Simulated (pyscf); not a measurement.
This saddle point was located with ωB97X-D3(BJ)/def2-SVP in PySCF.

```
C
C 1 1.3382
H 2 1.0952 1 120.99
H 2 1.0954 3 117.56 1 -178.04
H 1 1.0956 2 121.38 3 -179.44
H 1 1.4086 5 109.19 2 140.28
B 6 1.3060 1 78.78 5 107.14
H 6 1.1196 7 64.36 1 174.31
Cl 7 1.8042 8 106.77 6 -118.70
Cl 7 1.8081 8 105.40 6 113.14
```

Surface: singlet, charge 0. Lowest wavenumbers (cm⁻¹): 1240i, 108, 202, 240, 329.

Q: Which two sides does it connect, and which bonds change?

A: `[Cl][BH][Cl]` + `[CH2]=[CH2]` <-> `[CH2]=[CH][B]([Cl])[Cl]` + `[H][H]`, a four-centre exchange read from left to right: B–H, C–H broken and B–C, H–H formed. At ωB97M-D3(BJ)/def2-TZVP it lies +34.6 kcal/mol from the left side and +35.9 kcal/mol from the right (each side as separated species at their lowest minima found). At the saddle there is also a short B–H contact that neither side keeps. The same reactants have a lower exit, to Cl–BH–CH₂–CH₂–Cl (barrier +21.0 kcal/mol at ωB97M-D3(BJ)/def2-TZVP, against +34.6 kcal/mol here). One saddle was located; it need not be the lowest between these sides.
